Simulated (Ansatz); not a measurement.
A nudged elastic band was laid between two geometries of BFH₄O (7 atoms, charge 0, multiplicity 1).

Computed with RKS CAM-B3LYP-D4/6-31G* in Ansatz 0.2.0.

```yaml
movable_images: 5
climbing_image: yes
spring: 5.0 eV/Å²
optimiser: quadratic models (default)
start_path: through a guess of the saddle point
force_threshold: 0.03 eV/Å
iteration_limit: 60
end_points: relaxed
```

Image 0:

```xyz
7
Properties=species:S:1:pos:R:3
B -0.010 0.005 0.058
F -0.389 0.467 1.293
H 1.143 0.184 -0.236
H -0.856 0.038 -0.797
O 0.029 -1.726 0.355
H -0.869 -1.974 0.635
H 0.595 -1.847 1.137
```

Image 6:

```xyz
7
Properties=species:S:1:pos:R:3
B 0.037 -0.420 -0.462
F 0.055 -0.045 2.259
H 1.092 0.129 -0.503
H -0.960 0.016 -0.959
O 0.014 -1.639 0.153
H -0.865 -2.044 0.136
H 0.267 -0.851 1.821
```

Which bonds break or form, and what moves?

Bonds broken: B1–F2, O5–H7. Bonds formed: F2–H7. BFH4O becomes BH3O + FH.

Give the energies along the band, and the barrier.

The forces met the threshold. The highest image is number 4 of 0 to 6, 19.7 kcal/mol above the first end and 8.0 kcal/mol above the last; the last end lies 11.7 kcal/mol above the first. A vibrational analysis at the climbing image gives one clearly imaginary mode, 807i cm⁻¹: a first-order saddle point. The orbitals stay closed-shell, which can raise the energy where a bond breaks towards radicals; this wasn't checked here.

```csv
image,path coordinate (Å),energy (kcal/mol),B1–F2 (Å),O5–H7 (Å),F2–H7 (Å)
0,0.00,0.0,1.37,0.97,2.52
1,0.44,0.1,1.37,0.97,2.33
2,0.88,0.4,1.38,0.97,2.11
3,1.31,6.0,1.45,1.01,1.57
4,1.75,19.7,1.66,1.32,1.10
5,2.33,12.8,2.24,1.81,0.95
6,2.91,11.7,2.75,1.86,0.94
```

What is the geometry of the highest image?


```xyz
7
Properties=species:S:1:pos:R:3
B 0.072 -0.273 -0.066
F -0.014 0.088 1.553
H 1.126 0.133 -0.441
H -0.954 0.071 -0.572
O 0.110 -1.715 0.348
H -0.732 -2.153 0.160
H 0.034 -1.005 1.462
```

What are the harmonic wavenumbers there?

807i, 534, 609, 799, 832, 853, 973, 1132, 1220, 1257, 1306, 2094, 2641, 2744, 3813 cm⁻¹.

The run took 69 s on 1 thread of Arm Neoverse V2, on a shared host, peak memory 0.11 GiB.
